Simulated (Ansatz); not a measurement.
# BH− (doublet): B2PLYP, RPA-PBE over a scan of the distance B1–H2, aug-cc-pVDZ

How well do these functionals follow the top wave-function level for BH− (doublet) over a scan of the distance B1–H2?

Method: aug-cc-pVDZ, all electrons in the functionals, frozen cores in the correlation of double hybrids and RPA; program: Ansatz 0.2.0, Gaussian basis.

Plan: B2PLYP, RPA-PBE, at 1.005 Å; 1.141 Å; 1.263 Å; 1.381 Å; 1.531 Å; 1.720 Å; 2.024 Å; 2.354 Å; 2.846 Å; 3.444 Å; 4.267 Å.

17 further runs of the same task are left out: 14 that didn't finish, 3 set aside as unsound or not needed.

### Step 1. The geometry

The geometry derives from a PBE0/def2-TZVPD stationary point (not a proven minimum). One bond is set to the value named and the two fragments are kept rigid.

2 atoms, charge -1, spin multiplicity 2.

Atoms are counted from 1 here; the program's logs count them from 0.

Bond lengths: B1–H2 1.263 Å.

No dispersion term is added.

The geometry shown and the zero of energy belong to the point 1.263 Å. The yardstick, FCI, and other wave-function levels (R restricted, U unrestricted, valence and pair active spaces) come from earlier runs.

### Step 2. B2PLYP, 1.005 Å

Input file in.yaml:

```yaml
crystal:
  periodic: [false, false, false]
  atoms:
    - {symbol: B, position_ang: [0.000000, 0.000000, 0.000000]}
    - {symbol: H, position_ang: [0.000000, 0.000000, 1.005000]}
basis:
  gaussian: {orbitals: aug-cc-pVDZ}
total_charge: -1
magnetization: {spin_polarized: true, initial_magnetization: 1}
hamiltonian: {xc: {name: B2PLYP}}
correlation: {electrons: outside_noble_gas}
```

Run with:

```
$ ansatz run in.yaml --threads 1 --pin off --events-out ev --progress --plain --max-ram 2393MiB
```

After this run come: B2PLYP, 1.141 Å; B2PLYP, 1.263 Å; B2PLYP, 1.381 Å; B2PLYP, 1.531 Å; B2PLYP, 1.720 Å; B2PLYP, 2.024 Å; B2PLYP, 2.354 Å; B2PLYP, 2.846 Å; B2PLYP, 3.444 Å; B2PLYP, 4.267 Å; RPA-PBE, 1.005 Å; RPA-PBE, 1.141 Å; RPA-PBE, 1.263 Å; RPA-PBE, 1.381 Å; RPA-PBE, 1.531 Å; RPA-PBE, 1.720 Å; RPA-PBE, 2.024 Å; RPA-PBE, 2.354 Å; RPA-PBE, 2.846 Å; RPA-PBE, 3.444 Å; RPA-PBE, 4.267 Å.

**Question.** What will the summary of the whole plan be? Wanted: span of the FCI curve; largest miss, B2PLYP; largest miss, RPA-PBE.

**Answer**, as computed:

| quantity | value |
| --- | --- |
| span of the FCI curve | 2.592 eV |
| largest miss, B2PLYP | +0.191 eV (2.846 Å) |
| largest miss, RPA-PBE | -0.499 eV (4.267 Å) |

In words: Of the functionals, B2PLYP keep the smallest largest miss at the points compared (at most 0.191 eV) and RPA-PBE strays most (0.499 eV, at 4.267 Å). B2PLYP, RPA-PBE clearly break the spin symmetry at some points (⟨S²⟩ up to 0.37 above the pure value), so energy there is bought with a mixed spin. Functionals and the yardstick converge differently with the basis, so part of each miss in aug-cc-pVDZ is the basis.
